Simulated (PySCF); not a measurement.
**Computed spin Hamiltonian**

C4H8O (charge +1 and doublet state).
Cartesian coordinates in Å at the GFN2-xTB level; atoms count from 1:
```xyz
13
C4H8O angstrom
C     -0.8458    0.9849    1.5370
C     -0.2993    0.3064    0.4554
C     -1.0828   -0.0424   -0.7439
O      0.9649   -0.0075    0.5649
C      1.6554   -0.6925   -0.4416
H     -1.8792    1.2881    1.5461
H     -0.2332    1.2200    2.3943
H     -2.1115    0.2939   -0.6632
H     -1.0748   -1.1241   -0.9100
H     -0.6343    0.3973   -1.6403
H      1.2043   -1.6724   -0.6439
H      1.6537   -0.1310   -1.3846
H      2.6782   -0.8203   -0.0879
```

The hyperfine couplings belong to this conformer and change with its torsions.

Identity: `[CH2+][C](C)OC` [radical] (charge +1).

Computed, not measured: UKS B3LYP, pcH-1 on C H O, non-relativistic, mean-field spin-orbit, GIAO (PySCF 2.14.0). Isolated species at its GFN2-xTB geometry (one conformer only). Couplings are sensitive to structure, and on GFN2-xTB geometries they can be far from those on DFT ones, by a factor of two or more for some ions and for spin on atoms past the first row. The SCF solution wasn't tested for stability.

* g1, g2, g3: 2.00213, 2.00359, 2.00558
* g_iso: 2.00376
* Form of g: rhombic: the two nearest values differ by 42 % of g3 − g1
* ⟨S²⟩: 0.7565 (exact 0.7500)
* α and β electrons: 20, 19
* HOMO–LUMO gap, α and β orbitals: 6.88, 4.92 eV
* Basis functions: 205

Isotropic coupling and dipolar principal values T1 to T3, in MHz:

```json
{"atom": "C1", "isotope": "13C", "a_iso": "53.5", "T1": "-57.6", "T2": "-56.9", "T3": "114.5", "Mulliken spin population": "0.72"}
{"atom": "C2", "isotope": "13C", "a_iso": "-23.6", "T1": "-9.4", "T2": "-4.7", "T3": "14.1", "Mulliken spin population": "0.06"}
{"atom": "C3", "isotope": "13C", "a_iso": "-5.1", "T1": "-1.9", "T2": "0.2", "T3": "1.8", "Mulliken spin population": "-0.01"}
{"atom": "O4", "isotope": "17O", "a_iso": "-26.3", "T1": "-83.3", "T2": "40.6", "T3": "42.7", "Mulliken spin population": "0.23"}
{"atom": "C5", "isotope": "13C", "a_iso": "-10.0", "T1": "-2.5", "T2": "0.6", "T3": "1.9", "Mulliken spin population": "-0.01"}
{"atom": "H6", "isotope": "1H", "a_iso": "-48.1", "T1": "-27.1", "T2": "-3.5", "T3": "30.6", "Mulliken spin population": "-0.03"}
{"atom": "H7", "isotope": "1H", "a_iso": "-46.6", "T1": "-25.3", "T2": "-4.1", "T3": "29.4", "Mulliken spin population": "-0.03"}
{"atom": "H8", "isotope": "1H", "a_iso": "-1.1", "T1": "-3.1", "T2": "-2.4", "T3": "5.5", "Mulliken spin population": "0.00"}
{"atom": "H9", "isotope": "1H", "a_iso": "33.9", "T1": "-3.0", "T2": "-1.7", "T3": "4.7", "Mulliken spin population": "0.01"}
{"atom": "H10", "isotope": "1H", "a_iso": "33.9", "T1": "-3.0", "T2": "-1.8", "T3": "4.7", "Mulliken spin population": "0.01"}
{"atom": "H11", "isotope": "1H", "a_iso": "52.8", "T1": "-3.4", "T2": "-1.4", "T3": "4.8", "Mulliken spin population": "0.02"}
{"atom": "H12", "isotope": "1H", "a_iso": "53.0", "T1": "-3.4", "T2": "-1.4", "T3": "4.8", "Mulliken spin population": "0.02"}
{"atom": "H13", "isotope": "1H", "a_iso": "-0.6", "T1": "-2.5", "T2": "-2.3", "T3": "4.8", "Mulliken spin population": "0.00"}
```

Largest spin populations (Mulliken): C1 (+0.72), O4 (+0.23) and C2 (+0.06). The angles at C1 add up to 360.0°, so it is planar; its axial dipolar tensor and the negative couplings of its protons fit spin in a p orbital normal to that plane.

C2, the radical centre as drawn in `[CH2+][C](C)OC`, holds a spin population of +0.06 out of 1.

Axes: g2 points within 10° of the C1–H7 bond and g3 points within 15° of the O4–C5 bond.

Under fast tumbling the dipolar parts average out, and these isotropic splittings remain: 1 × 1H (H6, I = 1/2, 2 lines) with 1.71 mT, 1 × 1H (H7, I = 1/2, 2 lines) with 1.66 mT, 3 × 1H (H11/H12/H13, I = 1/2, 4 lines) with 1.25 mT and 3 × 1H (H8/H9/H10, I = 1/2, 4 lines) with 0.79 mT.

Means are taken over nuclei equivalent by connectivity, which assumes that they swap fast. H6 and H7 aren't averaged: C1 is flat or nearly so (angle sum 360°), and its turn about the short C1–C2 bond (1.39 Å) is taken as slow. The three 1H nuclei of mean +35.1 MHz run from -0.6 to 53.0 MHz in the frozen geometry. The three 1H nuclei of mean +22.2 MHz run from -1.1 to 33.9 MHz in the frozen geometry.

The 13C coupling of C1 (53.5 MHz) shows only in satellite lines or after enrichment, since that isotope makes up about 1.07 % of natural carbon.

The 17O coupling of O4 (-26.3 MHz) shows only in satellite lines or after enrichment, since that isotope makes up about 0.038 % of natural oxygen.

Hardware: an Arm Neoverse V1 with one thread, on a shared host. Cost: 27 s (with the writing of density and orbital grids), 0.74 GiB resident at most.
